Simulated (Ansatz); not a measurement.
A structure relaxed at PBE0-D4/def2-TZVP, charge 0, multiplicity 1:

```xyz
13

C     1.7192   -0.6715   -1.9689
C     1.4205   -0.5323   -0.8142
C     1.0203   -0.3207    0.5786
N    -0.0906    0.5924    0.7695
C    -1.3290    0.1581    0.1657
O    -2.3837    0.9643    0.6011
H     1.9887   -0.8018   -2.9903
H     0.7547   -1.2858    1.0236
H     1.8789    0.0525    1.1439
H     0.1506    1.5120    0.4170
H    -1.3380    0.2227   -0.9295
H    -1.4702   -0.8976    0.4425
H    -2.3214    1.0078    1.5611
```

(1) Give its formula and SMILES.

(2) Point group (tolerance 0.08 Å, 0.16 Å for H)?

(3) Summarise the bond lengths by kind.

Answers

(1) C4H7NO, `C#CCNCO`.

(2) C1.

(3) 2 × C–C 1.201 to 1.465 Å; 5 × C–H 1.064 to 1.100 Å; 2 × C–N 1.445 to 1.451 Å; 1 × H–N 1.014 Å; 1 × C–O 1.397 Å; 1 × H–O 0.963 Å.

Results of the Gaussian-basis code of Ansatz.
